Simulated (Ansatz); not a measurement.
PH$_{4}$, doublet in cc-pVDZ: errors against UCCSDT(Q)

Geometry: displaced at random from a stationary point.

```xyz
5

P     0.0562    0.0056    0.0013
H     0.0073    0.0139   -1.5018
H    -0.9403    1.0598    0.0047
H    -0.8572   -1.1520    0.0229
H     0.0639   -0.0929    1.4347
```

Basis cc-pVDZ; Ansatz 0.2.0. Correlated methods freeze the noble-gas cores, which leaves 9 electrons in 33 orbitals. Prefix R: restricted or restricted open-shell reference; prefix U: unrestricted. Active spaces: valence = (9e, 8o) chosen from the atoms' valence shells.

Full CI isn't at hand for all of this; UCCSDT(Q) serves as the reference, and is uncertain by about the last step of the cluster series. The frozen core follows each run's orbitals, which can shift R against U totals by a few meV.

For open shells CISD is restricted-active-space CI with the open shells as a complete middle space.

- UHF ⟨S²⟩: 0.780
- T1 diagnostic (RCCSD): 0.0240
- largest doubles amplitude (RCCSD): 0.045
- T1 diagnostic (UCCSD): 0.0152

| level | E − E(UCCSDT(Q)) (kJ/mol) | share of correlation (%) | wall time |
| --- | --- | --- | --- |
| RHF | 498.8 | 0.00 | – |
| UHF | 478.5 | 4.07 | – |
| RMP2 | 98.3 | 80.30 | – |
| UMP2 | 99.8 | 80.00 | – |
| CISD | 41.9 | 91.60 | 0.69 s |
| RCCSD | 13.8 | 97.23 | – |
| UCCSD | 13.4 | 97.31 | – |
| RCCSD(T) | 2.5 | 99.50 | 1.3 s |
| UCCSD(T) | 2.5 | 99.49 | 1.3 s |
| BCCD(T) | 2.5 | 99.50 | 0.54 s |
| RCCSDT | 0.4 | 99.91 | – |
| UCCSDT | 0.4 | 99.92 | – |
| RCCSDT(Q) | 0.0 | 99.99 | 11 s |
| CASSCF (valence space) | 346.8 | 30.49 | – |
| NEVPT2 (valence space) | 83.2 | 83.32 | 1.8 s |
| NEVPT4(SD) (valence space) | 8.4 | 98.32 | 2.4 s |
| MRCISD (valence space) | 19.3 | 96.13 | – |
| MRCISD+Q (valence space) | 0.0 | 100.00 | 3 s |

The correlation energy at UCCSDT(Q), counted from RHF, is -5.170 eV. That run took 9 s on 1 thread of Arm Neoverse V2, shared host.

Times hold each run's SCF and search for its determinant on a shared host, so for small cases they say little of a method's own cost; they ran on 1 thread of Arm Neoverse V2.

Natural occupations of CASSCF (valence space) about the gap: 1.992 1.977 1.974 1.970 1.004 0.032 0.027 0.024; effectively unpaired electrons, Σ n²(2−n)², 1.02.
